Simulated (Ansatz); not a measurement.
**Breaking a bond in SiH2Cl (chlorosilyl radical)**

SiH2Cl: 4 atoms, total charge 0, spin state doublet. SMILES: `[SiH2]Cl`. The coordinates come from a GFN2-xTB relaxation.

```xyz
4

Si   -0.2836    0.2377    0.1316
Cl    1.5977   -0.0596    0.8111
H    -1.0650   -0.9783    0.2633
H    -0.2491    0.8002   -1.2060
```

The Si1–H4 distance is scanned; the parts on either side stay rigid. Basis STO-3G, 10 core orbitals frozen in the correlated methods; program Ansatz 0.2.0. FCI is exact within this basis and core. Energies in eV from each method's value at 1.451 Å; open shells run as named. The shape above is that at 1.451 Å.

| distance (Å) | UPBE0 | UCAM-B3LYP | U-wB97X | UCCSD(T) | FCI |
| --- | --- | --- | --- | --- | --- |
| 1.451 | 0.00 | 0.00 | 0.00 | 0.00 | 0.00 |
| 1.814 | 1.05 | 1.09 | 1.11 | 0.99 | 0.99 |
| 2.177 | 2.72 | 2.77 | 2.91 | 2.52 | 2.50 |
| 2.903 | 3.91 | 3.95 | 4.07 | 3.54 | 3.54 |
| 3.629 | 3.97 | 4.05 | 4.04 | 3.55 | 3.55 |

Departure from the FCI curve at its largest: UPBE0 +0.43 eV at 3.63 Å; UCAM-B3LYP +0.50 eV at 3.63 Å; U-wB97X +0.53 eV at 2.90 Å; UCCSD(T) +0.02 eV at 2.18 Å. For the functionals part of the departure is owed to the small basis.
